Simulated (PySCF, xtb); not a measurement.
# Two structures of HOSi2+

We compare X, a singlet given by its coordinates, with Y, a singlet given by its coordinates. Both are isolated ions in the gas phase, relaxed with PBE0-D4/def2-SVP.

X (Å):

| atom | x (Å) | y (Å) | z (Å) |
| --- | --- | --- | --- |
| O | -3.7942 | 0.9575 | 1.0142 |
| Si | -3.8534 | 2.0724 | -0.2111 |
| Si | -2.2931 | 0.2884 | 0.4660 |
| H | -2.0657 | -0.7821 | 1.4947 |

Close contacts (Å): O1–Si2 1.66, O1–Si3 1.73, Si2–Si3 2.46, Si3–H4 1.50.

Y (Å):

```xyz
4

O     0.0375    0.1140   -1.0528
Si    1.0531    0.5301    0.4051
Si   -0.6354   -1.2088    0.0073
H    -0.0869    0.4430   -1.9663
```

Close contacts (Å): O1–Si2 1.82, O1–Si3 1.82, Si2–Si3 2.46, O1–H4 0.98.

Q: Which of the two would you expect CCSD(T)/def2-TZVP electronic energies to favour?

A: Structure X; the calculation gives E(Y) − E(X) = +18.0 kcal/mol.

The same difference at several levels:

| level | geometry | E(Y) − E(X) (kcal/mol) | departure from the last row (kcal/mol) | job, with rough time for the two |
| --- | --- | --- | --- | --- |
| GFN2-xTB | GFN2-xTB | +14.3 | −3.7 | optimisation, 0.18 s |
| HF/STO-3G | GFN2-xTB | +2.6 | −15.5 | single point, 1.1 s |
| r2SCAN-D4/def2-SVP | GFN2-xTB | +14.7 | −3.4 | single point, 5.5 s |
| PBE0-D4/def2-SVP | PBE0-D4/def2-SVP | +10.1 | −8.0 | optimisation, 26 s |
| HF/def2-TZVP | PBE0-D4/def2-SVP | +18.8 | +0.7 | part of the CCSD(T) run |
| MP2/def2-TZVP | PBE0-D4/def2-SVP | +21.3 | +3.3 | part of the CCSD(T) run |
| CCSD(T)/def2-TZVP | PBE0-D4/def2-SVP | +18.0 |  | single point, 28 s |

None of the levels shown reverses the order. The largest departure from CCSD(T)/def2-TZVP is that of HF/STO-3G, 15.5 kcal/mol.

With thermal terms from frequencies at re-optimised GFN2-xTB minima (ideal gas, soft modes damped towards free rotors, one conformer each, 200 K, 1 atm): on the last row, ΔE + ΔZPE = +19.4, ΔH = +19.6, ΔG = +19.3 kcal/mol.

The correlated steps freeze 11 core orbitals. Run with PySCF 2.14.0, xtb 6.7.1; the last row on 2 threads of Intel(R) Xeon(R) Platinum 8375C CPU @ 2.90GHz (Ice Lake) on a shared host.
